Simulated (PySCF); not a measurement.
# CF: bond curves at several levels of theory

The task here is to estimate one member of a computed series from the others.

Program: PySCF 2.14.0. Level of theory: C 6-311G(d,p), F 6-311G(d,p), no relativity. These are calculated values, not measurements.

Set-up of the first run:

Settings of the job:

```json
{
  "atoms": "C, F",
  "charge": "0",
  "basis": "C 6-311G(d,p), F 6-311G(d,p)",
  "Hamiltonian": "no relativity",
  "basis functions": "36",
  "electrons treated": "15",
  "masses in u": "12.0000, 18.9984",
  "levels": "PBE0, PBE, r²SCAN, TPSSh, TPSS, PBEsol, LC-ωPBE, HF, MP2, SCS-MP2, CCSD, CCSD(T)",
  "grid": "80 radial by 434 angular points",
  "occupations": "held fixed by the projection of orbital angular momentum",
  "dissociation limit": "C + F, each in its ground configuration",
  "starting distance in angstrom": "1.325",
  "values of 2S to try": "1, 3"
}
```

Command:

```
> OMP_NUM_THREADS=1 python dia.py task.json out
```

Among the steps run: Input; First curve: PBE0; Higher solutions at PBE0; PBE (GGA); r²SCAN (meta-GGA); TPSSh (hybrid meta-GGA); TPSS (meta-GGA); PBEsol (GGA); LC-ωPBE; UHF (mean field); Adding correlation.

One of the session's tables, all rows but one given; the rest of the session is left out.

| level | Re (Å) | ωe (cm⁻¹) | De (eV) |
| --- | --- | --- | --- |
| UHF | 1.257 | 1403 | 3.31 |
| UHF-MP2 | 1.274 | 1345 | 5.47 |
| UHF-SCS-MP2 | 1.275 | 1333 | 5.29 |
| UHF-CCSD | 1.276 | 1337 | 5.06 |
| UHF-CCSD(T) | 1.280 | 1313 | 5.23 |
| PBE | 1.290 | 1251 | 6.24 |
| PBEsol | 1.283 | 1281 | 6.61 |
| TPSS | 1.294 | 1239 | 5.89 |
| r²SCAN | 1.282 | 1287 | 5.74 |
| TPSSh | 1.286 | 1273 | 5.72 |
| PBE0 | 1.271 | 1333 | 5.74 |
| LC-ωPBE | ? | ? | ? |

Q: Estimate the row for LC-ωPBE from the others.

As computed: Re (Å): 1.269; ωe (cm⁻¹): 1363; De (eV): 5.82. In the column «Re (Å)» it lies between UHF (1.257) and PBE0 (1.271).
